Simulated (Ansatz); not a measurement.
Consider the hydrogenolysis of a C–C bond: `C=CC1CC1` + H₂ → `C1CC1` + `C=C`.

Computed with Ansatz on PBE0-D4/def2-TZVP structures; ΔE is electronic, products minus reactants. CCSD(T)/CBS is the MP2 limit (def2-TZVPP, def2-QZVPP) plus CCSD(T) − MP2 in def2-TZVPP, frozen cores. This one scheme is used for every species. Functionals use def2-TZVPP. B3LYP here is the variant with VWN-RPA as its local correlation; programs differ in this. HSE06 is defined as in plane-wave codes. Each species was taken in one conformer, which may not be the lowest.

```tsv
level	ΔE (kcal/mol)	difference from CCSD(T)/CBS
LDA (SPW92)	-5.3	3.3
PBE-D4	-7.0	1.6
revPBE-D4	-5.7	2.9
r2SCAN-D4	-7.4	1.2
B97M-V	-8.8	-0.2
PBE0-D4	-8.1	0.5
B3LYP-D4	-8.7	-0.1
r2SCANh-D4	-7.8	0.8
r2SCAN0-D4	-8.4	0.2
HSE06-D4	-8.1	0.5
BHLYP-D4	-10.0	-1.4
CAM-B3LYP-D4	-9.4	-0.8
ωB97X-V	-9.0	-0.4
ωB97M-V	-9.0	-0.4
PBE-QIDH	-8.7	-0.1
PBE	-8.6	0.0
revPBE	-9.9	-1.3
BLYP	-10.9	-2.3
r2SCAN	-7.9	0.7
PBE0	-9.5	-0.9
B3LYP	-11.2	-2.6
r2SCANh	-8.3	0.3
r2SCAN0	-8.9	-0.3
HSE06	-9.5	-0.9
BHLYP	-12.0	-3.4
CAM-B3LYP	-10.9	-2.3
RPA@PBE/def2-TZVPP	-9.1	-0.5
HF/def2-SVP	-14.5	-5.9
MP2/def2-SVP	-6.9	1.7
CCSD/def2-SVP	-10.0	-1.4
HF/def2-TZVPP	-14.6	-6.0
MP2/def2-TZVPP	-6.9	1.7
SCS-MP2/def2-TZVPP	-8.6	0.0
CCSD/def2-TZVPP	-10.2	-1.6
HF/def2-QZVPP	-14.6	-6.0
MP2/def2-QZVPP	-6.8	1.8
SCS-MP2/def2-QZVPP	-8.5	0.1
HF/CBS(def2)	-14.5	-5.9
MP2/CBS(def2)	-6.7	1.9
CCSD/CBS(def2)	-9.9	-1.3
CCSD(T)/CBS	-8.6	0
```

(1) What do rigid-rotor, harmonic-oscillator terms from PBE0-D4/def2-TZVP frequencies (298.15 K, 1 bar) make of the CCSD(T)/CBS value? (Estimate.)

Largest T1 diagnostic among the species: 0.011.

Answers

(1) Computed: ΔZPE = +4.9 kcal/mol, ΔH = -4.5 kcal/mol, ΔS = 22 J/(mol·K), ΔG = -6.1 kcal/mol.

Leaving LDA and LC-ωPBE aside and taking each functional with its dispersion term where it has one, the values spread over 4.3 kcal/mol, from BHLYP-D4 to revPBE-D4. LDA lies +3.3 kcal/mol from PBE without D4. In def2-TZVPP, CCSD(T) changes the Hartree–Fock value by +5.7 kcal/mol (the triples alone add +1.3 kcal/mol) and MP2 by +7.7 kcal/mol. From r2SCAN to r2SCAN0 (25 % exact exchange), in def2-TZVPP and without D4, ΔE moves by −1.0 kcal/mol.
